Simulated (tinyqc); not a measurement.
Inside a calculation. Method: harmonic frequencies on the LDA (VWN5)/sto-3g surface (energies and gradients from PySCF), for H3O+, spin multiplicity 1. One step of it, computed by the program tinyqc.

Problem. One row of the Hessian: 4Hy. Displace 4Hy by +/-0.01 bohr; H(k, :) = (g(+) - g(-)) / (2 delta).

optimised positions (bohr):
```
            x          y          z
1O   0.017348  -0.064639   0.492188
2H   1.822898  -0.025880  -0.208344
3H  -0.947043   1.519075  -0.068188
4H  -0.900904  -1.654763  -0.124707
```

gradient at +delta (hartree/bohr):
```
              x            y            z
1O  -0.00157595  -0.00359526  -0.00089942
2H   0.00005714   0.00007987  -0.00005966
3H  -0.00021554  -0.00017567  -0.00022132
4H   0.00172967   0.00368778   0.00118975
```

gradient at -delta (hartree/bohr):
```
              x            y            z
1O   0.00151987   0.00351438   0.00085675
2H  -0.00004919  -0.00007482   0.00006892
3H   0.00020750   0.00015993   0.00022477
4H  -0.00168271  -0.00360267  -0.00114138
```

Give: row of the Hessian.

Solution.

row of the Hessian (hartree/bohr^2): 1Ox -0.154791, 1Oy -0.355482, 1Oz -0.087808, 2Hx 0.005316, 2Hy 0.007735, 2Hz -0.006429, 3Hx -0.021152, 3Hy -0.016780, 3Hz -0.022304, 4Hx 0.170619, 4Hy 0.364522, 4Hz 0.116556
